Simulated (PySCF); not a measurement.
Molecule: C3H3, charge 0, multiplicity 2. It need not be the lowest isomer of its formula. 
Structure (B3LYP-D3(BJ)/def2-TZVP (Ansatz) minimum search):
SMILES: C#C[CH2]
```xyz
6

C     -0.0011     0.0113     0.1144
C     -0.0126     0.1308     1.3291
C      0.0118    -0.1223    -1.2430
H     -0.0226     0.2347     2.3859
H      0.9454    -0.1572    -1.7878
H     -0.9114    -0.1960    -1.8016
```
Charge 0, spin multiplicity 2.

Dispersion corrections to the total energy (kcal/mol) from the dftd3 and dftd4 libraries through PySCF: D3(BJ) without and D4 with the three-body term, each with the damping fitted for the functional named.

```
functional  D3(BJ)     D4
----------  ------  -----
TPSS         -2.24  -2.21
PW6B95       -0.83  -1.47
PBE0           [?]  -1.34
BLYP         -3.85  -3.73
r2SCAN       -0.47  -0.39
TPSSh        -2.03    [?]
BHLYP          [?]  -1.81
```

What belongs in the gaps?


- PBE0, D3(BJ): -1.52
- TPSSh, D4: -1.99
- BHLYP, D3(BJ): -2.40
